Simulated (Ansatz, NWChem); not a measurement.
**Predicting a hybrid from its neighbours: H2O2 (hydrogen peroxide)**

H2O2: 4 atoms, total charge 0, spin state singlet. As SMILES, `OO`. Geometry: relaxed at PBE0-D4/def2-TZVP.

The vertical ionisation energy (to the doublet cation) y, in eV, basis def2-TZVPP; a is the functional's share of exact exchange. Programs: Ansatz 0.2.0, NWChem 7.3.0.

| functional | program | a | y (eV) |
| --- | --- | --- | --- |
| PBE | Ansatz | 0 | 11.13 |
| TPSS | NWChem | 0 | 11.11 |
| B3LYP | Ansatz | 0.2 | 11.51 |
| PBE0 | Ansatz | 0.25 | ? |
| r2SCAN0 | Ansatz | 0.25 | 11.51 |
| BHLYP | Ansatz | 0.5 | 11.67 |

Task: Fit y = c + s·a to the known rows and predict PBE0.

Result: 
1. Means of the 5 rows: a = 0.1900, y = 11.386.
2. Σ(Δa)² = 0.172, Σ(Δa·Δy) = 0.1978, so the slope is 0.1978/0.172 = 1.15.
3. Intercept: 11.386 − (1.15) × 0.1900 = 11.167. The largest residual of the fit is 0.11.
4. PBE0: 11.167 + (1.15) × 0.25 = 11.45 eV.

The run gave 11.43 eV, so the prediction is off by +0.02 eV, within the scatter of the fit.
